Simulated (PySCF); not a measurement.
Compound: C2H5NO.
Structure used (PBE0-D3(BJ)/def2-SVP), in Å, numbered top down from 1:
```xyz
9
C2H5NO angstrom
N      1.5667    0.1222   -0.0305
C      0.7702   -0.8589    0.0514
C     -0.6850   -0.6018   -0.1971
O     -0.9267    0.7261   -0.4856
H      2.5373   -0.1369    0.1518
H      1.0688   -1.8955    0.2933
H     -1.0116   -1.2731   -1.0204
H     -1.2478   -0.9428    0.6983
H     -0.0481    1.1477   -0.4509
```

Computed, not measured: TDDFT CAM-B3LYP/def2-SVPD, vertical, gas phase, core orbitals frozen in the response (PySCF).

Transition dipole moments from the ground state, in atomic units and in the frame of the coordinates above (overall signs are arbitrary), for the states with f of 0.002 or more among the lowest 10:

```tsv
state	E (hartree)	μx	μy	μz
S2	0.2435	-0.576	-0.134	-0.053
S4	0.2851	0.293	0.068	0.026
S6	0.3013	0.060	-0.088	-0.447
S7	0.3154	0.065	-0.023	-0.257
S8	0.3161	0.769	0.699	-0.020
S9	0.3265	0.117	-0.625	0.138
S10	0.3313	-0.028	0.038	0.204
```

(1) What oscillator strength does each state have?

(2) Label these states by symmetry in Cs.

(3) Which bond between heavy atoms lies closest to the direction of the S8 transition dipole?

(4) What angle do the transition dipoles of S2 and S8 make?

(5) What peak molar absorption coefficient would the strongest computed level give as a lone Gaussian band 0.5 eV wide at half height?

Answers

(1) f = (2/3) ΔE |μ|² with ΔE in hartree (27.2114 eV).

```csv
state,|μ|² (au),|μ| (D),f
S2,0.352,1.51,0.057
S4,0.091,0.77,0.017
S6,0.211,1.17,0.042
S7,0.071,0.68,0.015
S8,1.082,2.64,0.228
S9,0.424,1.65,0.092
S10,0.044,0.53,0.010
```

(2) The ground state is totally symmetric, so the direction of μ fixes the label. Polarised normal to the mirror plane, so A″: S6, S7 and S10. Polarised in the mirror plane, so A′: S2, S4, S8 and S9.

(3) N1–C2, at 9° from it; next C2–C3 at 53°.

(4) |cos θ| = |μa·μb| / (|μa| |μb|) = 0.87, so θ ≈ 30° (taken between 0 and 90°, since the signs are arbitrary).

(5) ε(max) = 2.175×10⁸ f / FWHM, with the width in cm⁻¹. S8: 2.175×10⁸ × 0.2280 / 4033 ≈ 12000 L mol⁻¹ cm⁻¹.

All these states lie below the vertical ionisation energy of 10.59 eV (ΔSCF).

One conformer stands for the species.
